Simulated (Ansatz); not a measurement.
What a trial cell of SiCl relaxes into

The calculation used Ansatz 0.2.0, DFT PBE, scalar-relativistic, plane waves, PAW. Cutoff 420 eV, Γ-centred k mesh, Gaussian smearing, no spin polarisation in the final step.

The start puts SiCl on the NaTl (B32) structure type (Fd-3m, No. 227), with Si in place of Na, Cl in place of Tl, at a guessed volume.

```xyz
4
Lattice="0.0000 3.5262 3.5262 3.5262 0.0000 3.5262 3.5262 3.5262 0.0000" Properties=species:S:1:pos:R:3 pbc="T T T"
Si    3.5262    3.5262    3.5262
Si    5.2893    5.2893    5.2893
Cl    0.0000    0.0000    0.0000
Cl    1.7631    1.7631    1.7631
```

Steps on the 4×4×4 mesh (4 atoms). 4 of 4 steps are shown, and the free energy counts from the last. Trial steps that were taken back and renewals of the plane-wave basis can be among the rows.

```
step  ΔF (meV/atom) V (Å³/atom) P (GPa)
   1           78.0        21.92    -6.29
   2            0.5        18.80    -0.78
   3           -0.1        18.43     0.29
   4            0.0        18.43     0.28
```

A final relaxation ran on a 12×12×12 mesh. The relaxed crystal, Fd-3m (No. 227):

Space group Fd-3m:1 (No. 227). a = 6.673 Å, b = 6.673 Å, c = 6.673 Å, α = 90.00°, β = 90.00°, γ = 90.00°
```tsv
atom	site	symmetry	x	y	z
Si	8a	-43m	0.5000	0.0000	0.5000
Cl	8b	-43m	0.0000	0.0000	0.5000
```

* Volume per atom: 18.57 Å³
* Density: 2.84 g/cm³
* Energy over the elements: 0.49 eV/atom
* Gap on the 12×12×12 mesh: 0 eV (a metal)

Formation energies are uncorrected and refer to the elements' standard structures at the same level (Cl₂ as a molecule).

The final run used a 12×12×12 mesh on its 4-atom cell and 0.10 eV smearing. The k mesh leaves about 4 meV/atom of noise in metals.

Symmetry constrained the relaxation, so the result can be a saddle point.

Cost: 3 runs of about 0.34 core-minutes in all, on Intel Xeon 6975P-C (Granite Rapids) (shared hosts).